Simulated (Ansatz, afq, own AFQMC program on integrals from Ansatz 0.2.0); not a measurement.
**Where AFQMC and coupled cluster stand for ZrB, sextet**

```xyz
2

Zr    0.0000    0.0000    0.0000
B     0.0000    0.0000    2.0189
```

Basis def2-TZVP with its core potentials. Noble-gas cores (and the filled d shells of Ga–Kr and In–Xe) are frozen. Integrals, coupled cluster, full CI and functionals: Ansatz 0.2.0; the random walks run on the same integrals in our own AFQMC program. The CISD trial takes its coefficients from CCSD amplitudes. Released means that phaseless walkers are propagated on without the constraint, phases kept. Error bars are statistical, one sigma. No spin–orbit coupling. The metal's outer-core s and p shells are frozen, which shifts wave-function levels against functionals.

Determinant: UHF, the one that the program's search chose, which needn't be the lowest solution. The geometry is a PBE0/def2-TZVP stationary point of this or a neighbouring charge and spin state.

No full CI on the walks' own integrals is used here; CCSDT(Q) serves as the reference and is uncertain by about the last step of the cluster series.

Cautions: no spin-orbit coupling; outer-core shells of the metal frozen; higher spins were not checked; (T) is large, 6 % of the CCSD correlation; the released energies have errors that jump between times, so the bars are unsure, so no released level is given (meV from the phaseless value at times in 1/Eh: -27 ± 3 at 0.60, -43 ± 9 at 1.20, -49 ± 3 at 2.00, -63 ± 5 at 3.00, -65 ± 6 at 4.20), though the last usable value meets CCSDT(Q) within the noise; the ph-AFQMC/CISD walk drifts between its halves (2.9 errors).

* T1 diagnostic: 0.0342
* weight of the determinant in the CISD state: 0.885
* ⟨S²⟩ of the determinant: 8.760
* size of the correlated space: 7 electrons in 66 orbitals

| level | correlation energy (eV) |
| --- | --- |
| MP2 | -3.1481 |
| CCSD | -3.6270 |
| CCSD(T) | -3.8561 |

Problem. Estimate where phaseless AFQMC with the Hartree–Fock trial lies against CCSD(T) on the same integrals.

Solution. 25.5 ± 2.1 kJ/mol above CCSD(T).

Reference: CCSDT(Q), correlation energy -3.907 eV.

```csv
level,E − E(reference) (kJ/mol),share of correlation (%)
CCSD(T),4.9,98.69
CCSDT,1.6,99.58
ph-AFQMC/HF,30.4 ± 2.1,91.94
ph-AFQMC/CISD,6.4 ± 0.4,98.31
```

A walk keeps the symmetry of its determinant, which the program's search chose and which needn't be the lowest solution, so a lower state of the same spin and another symmetry isn't excluded.
